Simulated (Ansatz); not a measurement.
`C#COCC` + H₂O → `C#CO` + `CCO` at 400 K and 1 bar (formal hydrolysis of a C–O bond).

Program: Ansatz. Geometries: PBE0-D4/def2-TZVP. ΔE: electronic, gas phase. CBS: MP2 limit from def2 TZ/QZ plus the TZ coupled-cluster correction, frozen cores. This one scheme is used for every species. Each species was taken in one conformer, which may not be the lowest.

| species | CCSD(T)/CBS energy (Eh) | H − E (kJ/mol) | S (J/(mol·K)) |
| --- | --- | --- | --- |
| `C#COCC` | -230.89551 | 263.4 | 348.6 |
| H₂O | -76.37941 | 69.8 | 198.6 |
| `C#CO` | -152.38380 | 102.4 | 264.4 |
| `CCO` | -154.88256 | 231.6 | 290.7 |

H − E and S are ideal-gas, rigid-rotor, harmonic terms from PBE0-D4/def2-TZVP, for one conformer and one mirror image of each species. 1 Eh = 2625.50 kJ/mol, R = 8.31446 J/(mol·K).

Task: By hand: ΔE, ΔH, ΔS and ΔG.

Result: ΔE = (-152.38380) + (-154.88256) − (-230.89551) − (-76.37941) = 0.00856 Eh = 22.5 kJ/mol. Δ(H − E) = 102.4 + 231.6 − 263.4 − 69.8 = 0.8, so ΔH = 23.3 kJ/mol. ΔS = 264.4 + 290.7 − 348.6 − 198.6 = 7.9 J/(mol·K). ΔG = 23.3 − 400 × (7.9)/1000 = 20.1 kJ/mol.

Task: By hand: the equilibrium constant, and the temperature at which ΔG would vanish if ΔH and ΔS stayed fixed.

Result: log₁₀ K = −ΔG/(RT ln 10) = -2.6. ΔG = 0 at ΔH/ΔS = 2949 K, far beyond where these terms or the molecules hold.

The number of gas molecules stays the same, so ΔS is small and ΔH decides. A doubt of 5 kJ/mol in ΔE shifts log₁₀ K by 0.7 here. Other conformers and mirror images would add mixing entropy, several J/(mol·K) or more a flexible species. These are equilibria of isolated gas molecules and say nothing of rates. Largest T1 diagnostic: 0.013 (customary marks: 0.02 for closed shells, 0.045 for open ones).
